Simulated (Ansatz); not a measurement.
# BHSCl (SMILES S[B]Cl) at FCI/STO-3G

What is the vertical ionisation energy of BHSCl at FCI/STO-3G? 

Program for the calculation: Ansatz 0.2.0.

75 further runs of the same task are left out: 2 that didn't finish, 73 set aside as unsound or not needed.

**1. The structure to begin with**

BHSCl: 4 atoms, total charge 0, spin state doublet. As SMILES, `S[B]Cl`. The shape is that of a PBE0-D4/def2-TZVP optimisation.

Bond lengths: S1–B2 1.766 Å, B2–Cl3 1.722 Å, S1–H4 1.344 Å. Angles: S1–B2–Cl3 124.8°, B2–S1–H4 96.3°.

**2. The energy at FCI/STO-3G**

File job.yaml:

```yaml
crystal:
  periodic: [false, false, false]
  atoms:
    - {symbol: S, position_ang: [0.566400, -0.789100, 0.531400]}
    - {symbol: B, position_ang: [-0.299600, 0.475700, -0.345800]}
    - {symbol: Cl, position_ang: [-2.014100, 0.616000, -0.427300]}
    - {symbol: H, position_ang: [1.802900, -0.362900, 0.221400]}
basis:
  gaussian: {orbitals: STO-3G}
magnetization: {spin_polarized: true, initial_magnetization: 1}
correlation: {method: fci, frozen_orbitals: {B: 1, Cl: 5, H: 0, S: 5}}
accuracy: high
```

Launch:

```console
$ ansatz run job.yaml --threads 1 --pin off --max-ram 2610MiB --events-out events.jsonl --progress --plain --runs-dir runs
```

Log:

```text
Warning: RAYON_NUM_THREADS=1 ignored (pool sized by the plan → 1); use --threads N
Functional definition: HF
  name "HF"
  exchange = exact_x
  correlation = 0
427 factors; integrals over basis functions are off by at most 1.9e-8 eV
mean field evaluation 1: about -23745.4149 eV, gradient 1.3e1 eV
mean field evaluation 2: about -23745.4687 eV, gradient 1.3e1 eV
mean field evaluation 4: about -23747.3854 eV, gradient 2.0e0 eV
mean field evaluation 8: about -23747.4859 eV, gradient 4.7e-4 eV
mean field -23747.48386699 eV, -872.7039354891 hartree, gradient 2.4e-8 eV, S^2 0.757379; 0 other end points of the search recorded, 0 dependent functions left out
mean field evaluation 16: about -23747.4059 eV, gradient 2.0e-1 eV
11 core orbitals not correlated: weight in the atoms' cores, before any rotation towards them, 1.000 or more for the frozen orbitals, at most 0.000 for the correlated occupied ones
reference -23747.45648716 eV, -872.7029292988 hartree; 9, 8 occupied and 4, 5 virtual orbitals, 427 factors
state -23749.76700899 eV, -872.7878394100 hartree
Total energy: -23749.76700899 eV, -872.7878394100 hartree
```

It took 6.3 s on 1 thread of Arm Neoverse V1, shared host; peak memory 0.16 GiB.

**3. The singlet cation at the same level**

File run.yaml:

```yaml
crystal:
  periodic: [false, false, false]
  atoms:
    - {symbol: S, position_ang: [0.566400, -0.789100, 0.531400]}
    - {symbol: B, position_ang: [-0.299600, 0.475700, -0.345800]}
    - {symbol: Cl, position_ang: [-2.014100, 0.616000, -0.427300]}
    - {symbol: H, position_ang: [1.802900, -0.362900, 0.221400]}
basis:
  gaussian: {orbitals: STO-3G}
total_charge: 1
correlation: {method: fci, frozen_orbitals: {B: 1, Cl: 5, H: 0, S: 5}}
accuracy: high
```

Launch:

```console
$ ansatz run run.yaml --threads 1 --pin off --max-ram 2610MiB --events-out events.jsonl --progress --plain --runs-dir runs
```

Log:

```text
Warning: RAYON_NUM_THREADS=1 ignored (pool sized by the plan → 1); use --threads N
Functional definition: HF
  name "HF"
  exchange = exact_x
  correlation = 0
427 factors; integrals over basis functions are off by at most 1.9e-8 eV
mean field evaluation 1: about -23737.3602 eV, gradient 2.8e1 eV
mean field evaluation 2: about -23737.3862 eV, gradient 2.8e1 eV
mean field evaluation 4: about -23740.8340 eV, gradient 1.8e0 eV
mean field evaluation 8: about -23740.8535 eV, gradient 3.6e-2 eV
mean field -23740.85349770 eV, -872.4602739118 hartree, gradient 1.5e-8 eV, S^2 0.000000; 0 other end points of the search recorded, 0 dependent functions left out
11 core orbitals not correlated: weight in the atoms' cores, before any rotation towards them, 1.000 or more for the frozen orbitals, at most 0.000 for the correlated occupied ones
reference -23740.85349770 eV, -872.4602739118 hartree; 8, 8 occupied and 5, 5 virtual orbitals, 427 factors
state -23744.38262101 eV, -872.5899668016 hartree
Total energy: -23744.38262101 eV, -872.5899668016 hartree
```

Wall time 9.3 s (1 thread of Arm Neoverse V1, shared host); peak memory 0.19 GiB.

**4. Summary of results**

Level: FCI/STO-3G, 11 core orbitals frozen.

```
                                                    quantity          value
                                 doublet BHSCl: total energy  -872.78784 Eh
 doublet BHSCl: correlation energy (11 core orbitals frozen)      -84.9 mEh
                                singlet cation: total energy  -872.58997 Eh
singlet cation: correlation energy (11 core orbitals frozen)     -129.7 mEh
          vertical ionisation energy (to the singlet cation)       5.384 eV
```

What this shows: The vertical ionisation energy comes to 5.38 eV (124 kcal/mol). Only the singlet of the ionised species was computed; a triplet could lie lower. In a minimal basis such a difference can be off by several eV, whatever the method.
